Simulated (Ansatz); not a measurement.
Ideal-gas functions of CH5AlS, SMILES `C[S][AlH2]` at 800 K and 1 bar, from an Ansatz frequency run at PBE0-D4/def2-TZVP.

Molar mass 76.1 g/mol, point group Cs (symmetry number 1), electronic degeneracy 1, moments of inertia 32.716, 119.531, 149.069 u Å². Harmonic wavenumbers (cm⁻¹, unscaled): 89, 184, 243, 475, 518, 575, 724, 758, 974, 982, 1351, 1469, 1477, 1925, 1954, 3066, 3159, 3161.

Use S(trans) = R[1.5 ln M + 2.5 ln T − 1.1517]; rotational temperatures θ = 24.2544 K / I; S(rot) = R[ln(√π/σ · √(T³/θAθBθC)) + 1.5]; for each mode x = 1.438777 ν̃/T, S = R[x/(eˣ − 1) − ln(1 − e⁻ˣ)] and H = RT x/(eˣ − 1); 1 cm⁻¹ = 0.0119627 kJ/mol; R = 8.31446 J/(mol·K).

Q: By hand: the entropy, in J/(mol·K).

A: Translation 183.4. Rotation: θ = 0.7414, 0.2029, 0.1627 K, giving 116.0. Vibration, mode by mode: 23.56, 17.55, 15.26, 9.87, 9.20, 8.40, 6.68, 6.35, 4.64, 4.59, 2.72, 2.30, 2.27, 1.20, 1.15, 0.22, 0.19, 0.19, in all 116.3. Electronic 0.0. Sum 415.7 J/(mol·K).

Q: By hand: H − E and G − E in kJ/mol, counted from the electronic energy.

A: Zero-point energy ½ × 23084 × 0.0119627 = 138.1; thermal vibration 46.4; translation, rotation and pV give 4 RT = 26.6. H − E = 211.1 kJ/mol, and G − E = 211.1 − 800 × 415.7/1000 = -121.5 kJ/mol.

Vibration gives 28 % of the entropy, 23.6 J/(mol·K) of it from the mode under 150 cm⁻¹: soft modes count most, and the harmonic formula is weakest for them.
